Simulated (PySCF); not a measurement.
**Potential energy of PO⁺ along the bond**

Set-up: basis P 3-21G, O 3-21G; no relativity; PySCF 2.14. Energies in eV from P⁺ + O in their ground configurations at the same level. State: ¹Σ⁺ (singlet), closed shell.

Curves on a restricted Hartree–Fock reference rise too fast on stretching and do not dissociate correctly.

```csv
R (Å),PBE,MN15,RHF-SCS-MP2,RHF-CCSD(T)
1.300,-4.832,-4.439,-3.511,
1.360,-6.134,-5.582,-4.852,-4.609
1.420,-6.899,-6.189,-5.672,-5.382
1.466,-7.207,-6.381,-6.034,-5.702
1.511,-7.341,-6.399,-6.231,-5.851
1.556,-7.339,-6.283,-6.304,-5.869
1.617,-7.178,-5.973,-6.258,-5.743
1.692,-6.801,-5.414,-6.039,-5.425
1.783,-6.191,-4.595,-5.591,-4.918
1.904,-5.274,-3.800,-4.405,
```

Q: Put a parabola through the three lowest points of the PBE curve and estimate Re, k and ωe (reduced mass 10.55 u; 1 eV/Å² = 0.16022 mdyn/Å; ωe = 1302.8·√(k/μ) cm⁻¹).

A: Through R = 1.466, 1.511, 1.556 Å the second-order coefficient is 33.6 eV/Å², so Re ≈ 1.533 Å, k ≈ 10.8 mdyn/Å and ωe ≈ 1316 cm⁻¹. A polynomial fit of higher order to the unrounded PBE energies gives Re = 1.532 Å, k = 9.33 mdyn/Å, ωe = 1225 cm⁻¹; anharmonicity and rounding make the difference.

The higher-order fit for each curve: PBE: Re = 1.532 Å, ωe = 1225 cm⁻¹, De = 7.36 eV; MN15: Re = 1.493 Å, ωe = 1362 cm⁻¹, De = 6.41 eV; RHF-CCSD(T): Re = 1.541 Å, ωe = 1171 cm⁻¹, De = 5.88 eV. RHF-SCS-MP2 gave no clean fit.

Correlated steps freeze 6 core orbitals. ⟨S²⟩ of the unrestricted solution departs from its pure value on part of the curve, where spin states mix. For an ion De counts to the pair picked by the measured ionisation energies or electron affinities, which need not be the lowest pair at this level. Where the molecule has an RHF reference, its open-shell atoms are computed with UHF. The CCSD T1 diagnostic is raised, a sign that a single reference may not be enough here. 3-21G is very small, so such numbers show the basis as much as the molecule.
